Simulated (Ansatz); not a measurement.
We consider diamond-structure Ge, described by r²SCAN (Ansatz, an electronic-structure program, PAW).

Settings: plane-wave cutoff 500 eV, 8×12×1 k mesh (along the axes of the cell as run), Fermi–Dirac smearing 0.05 eV, scalar-relativistic PAW data made under PBE.

Question: Predict the surface energy of the (110) face and work function of the (110) face.

Answer: 
- surface energy of the (110) face: 1.56 J/m²
- work function of the (110) face: 4.92 eV

The slab of 16 atoms is relaxed and unreconstructed.
